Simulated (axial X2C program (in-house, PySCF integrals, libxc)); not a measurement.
# AlF⁺: properties at the nuclei

Wanted for AlF⁺: properties at the nuclei, at the two-component level.

Computed with an in-house X2C program for linear molecules on PySCF integrals. Level: two-component X2C with atomic mean-field terms, Al dyall-v3z, F dyall-av3z.

All values are calculated.

## (1) Input

task.json reads:

```json
{"zs": [13, 9], "q": 1, "bas": ["dyall-v3z", "dyall-av3z"], "r0": 1.9, "levels": ["PBE0", "HF", "BP86", "LDA", "BHandHLYP"], "nst": 3}
```

Keys: zs atomic numbers; q charge; bas basis sets; r0 starting distance in Å; levels methods (HF also brings MP2); nst determinants followed.

Run with:

```sh
$ python soeom.py task.json out
```

The runs that follow: Expectation values, lowest determinant.

**Question.** What will these runs give? Wanted: lowest determinant; Eeff magnitude; Ws magnitude Al; A∥/gI Al; qzz Al.

**Answer**, as computed:

```
                    quantity                                    value
          lowest determinant  Ω = 1/2 (excess of +ω over −ω: ω = 1/2)
Eeff magnitude (GV/cm), PBE0                                    0.212
 Ws magnitude Al (kHz), PBE0                                    0.151
        A∥/gI Al (MHz), PBE0                                     1860
         qzz Al (a.u.), PBE0                                    -1.14
```

In words: In the first state, the effective field runs from 0.202 to 0.225 GV/cm over the mean-field levels. The expectation values come from single determinants, which for open shells can mix terms of unlike spin or miss the lowest Ω, so a determinant need not be a state. Eeff is the effective electric field on the electron dipole moment in this Ω state and Ws the scalar–pseudoscalar constant (defined with the proton number Z and per Ω); A∥ is the parallel hyperfine constant, which follows by multiplying with the nuclear g factor gI = μI/(I μN); qzz is the electric field gradient, eQq0 = 234.96 MHz × Q/barn × qzz. The operators were transformed with the bare-nucleus X2C matrices.
